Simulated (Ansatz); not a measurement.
## SiH (SMILES [SiH]): the energy, rung by rung

SiH: 2 atoms, total charge 0, spin state doublet. SMILES: `[SiH]`. The shape is that of a GFN2-xTB optimisation.

```xyz
2

Si    0.0000    0.0000    0.0000
H     0.0000    0.0000    1.5166
```

Each level gives the energy change with the Si1–H2 bond stretched from 1.517 to 3.791 Å (eV). The values are calculated.

| level | kind | program | value (eV) | less FCI/3-21G | CPU time (all runs) |
| --- | --- | --- | --- | --- | --- |
| UHF/3-21G | Hartree–Fock | Ansatz | 1.79 | -0.56 | 0.21 s |
| USVWN5/3-21G | LDA | Ansatz | 3.11 | +0.76 | 2.3 s |
| U-revPBE/3-21G | GGA | Ansatz | 2.79 | +0.44 | 5.3 s |
| UBLYP/3-21G | GGA | Ansatz | 2.89 | +0.54 | 4.7 s |
| UPBE0/3-21G | global hybrid | Ansatz | 2.75 | +0.40 | 3.6 s |
| UCCSD/3-21G | coupled cluster or CI | Ansatz | 2.36 | +0.01 | 0.55 s |
| UCCSDT/3-21G | coupled cluster or CI | Ansatz | 2.35 | 0.00 | 1.2 s |
| UCCSDTQ/3-21G | coupled cluster or CI | Ansatz | 2.35 | 0.00 | 9.3 s |
| FCI/3-21G | exact in the basis | Ansatz | 2.35 | 0.00 | 1.1 s |

FCI/3-21G is exact within its basis and frozen core, so for wave-function methods in that basis the difference is their error; functionals converge differently with the basis, so for them it is only a difference. The first shape isn't each level's own minimum. The values span 1.79 to 3.11 eV. Spin contamination of the reference (⟨S²⟩ at least 0.1 too high) touches UHF/3-21G, USVWN5/3-21G, U-revPBE/3-21G, UBLYP/3-21G, UPBE0/3-21G, UCCSD/3-21G, UCCSDT/3-21G, UCCSDTQ/3-21G. All rows use very small basis sets, so even the best lies far from the true value. Times are those of the runs behind each value, whatever else they computed, on shared processors of several kinds: orders of magnitude only.
